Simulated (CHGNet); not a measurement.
fcc Cu

Calculation: the machine-learned potential CHGNet 0.3.0 (trained on PBE and PBE+U data).

Cell (relaxed at this level):

```yaml
crystal:
  lattice:
    - [0.00000, 1.80846, 1.80846]
    - [1.80846, 0.00000, 1.80846]
    - [1.80846, 1.80846, 0.00000]
  atoms:
    - { symbol: Cu, position: [0.00000, 0.00000, 0.00000] }
```

For fcc Cu, the vacancy formation energy comes out as 0.72 eV.

Measured, for comparison: vacancy formation energy 1.35 ± 0.07 eV (midpoint of the printed range, monovacancy, our sources range from 1.05 to 1.35; as tabulated in Mehl and Papaconstantopoulos (1996), arXiv:mtrl-th/9602003). Computed (rounded) less measured: vacancy formation energy not scored (sources differ).

A machine-learned potential is trained on density-functional data: it inherits that level's misses and adds fitting errors of its own.
